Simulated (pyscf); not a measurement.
Single points on ωB97X-D3(BJ)/def2-SVP structures (PySCF, gas phase). MP2 and CC: frozen core, UHF for open shells. ΔMP2 is the change of the MP2 total energy from the triple- to the quadruple-zeta basis.

### Question
What is the homolytic dissociation enthalpy (298 K, CCSD(T)/def2-TZVPP + ΔMP2(QZVPP)) of the F–Sn bond of H₃C–SnH₂–F, to H₃C–SnH₂• + F•?

### Answer
F–Sn to H₃C–SnH₂• + F•: 504.8 kJ/mol. Other isomers of H₃C–SnH₂• were not searched in full and may lie lower. The CCSD(T) − MP2 part came from Ansatz, without density fitting, on the same reference. The frozen core leaves the outer d or s,p core shells of the metals and heavy elements correlated in the MP2 and CC values, and def2-TZVPP describes them poorly, which can shift differences by a few kcal/mol. Left out: the spin-orbit lowering of F. Elements past Kr carry the def2 core potentials, without spin-orbit coupling.
